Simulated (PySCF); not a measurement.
Ionisation energies (eV) were calculated with PySCF 2.14 by LDA, PBE0, UHF, in another order, as differences of total energies without spin-orbit coupling. The measured values are between term centres (NIST).

| species | measured | A | B | C |
| --- | --- | --- | --- | --- |
| N (aug-cc-pCVTZ-DK, spin-free X2C) | 14.545 | 13.888 | 15.002 | 14.697 |
| Al (aug-cc-pCVTZ-DK, spin-free X2C) | 5.977 | 5.589 | 6.017 | 6.079 |
| P (aug-cc-pCVTZ-DK, spin-free X2C) | 10.526 | 9.897 | 10.569 | 10.520 |
| Co (aug-cc-pwCVTZ-DK, spin-free X2C) | 7.869 | 8.299 | 7.889 | 7.868 |
| Ge (aug-cc-pwCVTZ-PP with ECP10MDF, ECP) | 7.925 | 7.402 | 7.970 | 7.894 |
| Br⁺ (aug-cc-pwCVTZ-PP with ECP10MDF, ECP) | 21.409 | 20.234 | 21.579 | 21.338 |
| Cd (aug-cc-pwCVTZ-PP with ECP28MDF, ECP) | 8.994 | 7.328 | 9.483 | 8.809 |
| In (aug-cc-pwCVTZ-DK3, spin-free X2C) | 5.603 | 5.219 | 5.729 | 5.630 |

Question: Which column is which method?

Answer: A is UHF (mean error -0.62 eV); B is LDA (mean error 0.17 eV); C is PBE0 (mean error 0.00 eV). Hartree-Fock lacks the correlation of the electron removed and comes out lowest. LDA overbinds the outer electron and comes out highest. PBE0, with a quarter of exact exchange, lies close to experiment on average.
